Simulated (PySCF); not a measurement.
# Al₂−: bond curves at several levels of theory

One table from this session's results is given with a row withheld; the runs are named, their logs left out.

Method: Al def2-TZVPPD, no relativity; program: PySCF 2.14.0.

7 further runs of the same task are left out: 7 set aside as unsound or not needed.

The first run:

A driver script around PySCF takes these settings:

```json
{
  "atoms": "Al, Al",
  "charge": "-1",
  "basis": "Al def2-TZVPPD",
  "Hamiltonian": "no relativity",
  "basis functions": "96",
  "electrons treated": "27",
  "masses in u": "26.9815, 26.9815",
  "levels": "PBE0, PBE, r²SCAN, TPSS, B97-3, HSE06, MP2, CCSD, CCSD(T)",
  "grid": "80 radial by 434 angular points",
  "occupations": "held fixed by the projection of orbital angular momentum",
  "dissociation limit": "Al + Al−, each in its ground configuration",
  "starting distance in angstrom": "2.490",
  "values of 2S to try": "1, 3"
}
```

On the command line:

```console
> OMP_NUM_THREADS=2 python dia.py task.json out
```

Steps of the session up to this table: The job; First curve: PBE0; PBE (GGA); r²SCAN (meta-GGA); TPSS; B97-3; HSE06 (range-separated hybrid); MP2 and coupled cluster.

One table of the session follows, with a row left open; its other results are not shown here.

It belongs to the step «The curves together». Energy (eV) from each level's lowest point:

```
R (Å)  UHF-MP2  UHF-CCSD  UHF-CCSD(T)    PBE   TPSS
2.194    0.528       n/a          n/a  0.563  0.546
2.296    0.225     0.245        0.250  0.261  0.247
2.398    0.063     0.075        0.078  0.089  0.080
2.474        ?         ?            ?      ?      ?
2.551    0.000     0.000        0.000  0.000  0.000
2.627    0.026     0.019        0.017  0.008  0.013
2.730    0.099     0.083        0.078  0.054  0.066
2.857    0.235     0.206        0.197  0.152  0.171
3.010    0.434     0.390        0.374  0.302  0.331
3.214    0.722       n/a          n/a  0.525  0.565
```

Q: Estimate the row for R (Å) = 2.474 from the others.

Worked estimate for «UHF-MP2». A straight line through the neighbours (2.398, 0.063) and (2.551, 0.000) gives 0.063 + (0.000 − 0.063) × (2.474 − 2.398) / (2.551 − 2.398) = 0.032; a parabola fitted to 4 rows on both sides gives 0.007.

The run gave: UHF-MP2: 0.009; UHF-CCSD: 0.016; UHF-CCSD(T): 0.017; PBE: 0.024; TPSS: 0.019. In «UHF-MP2» the line misses by +0.023 and the parabola by -0.002.
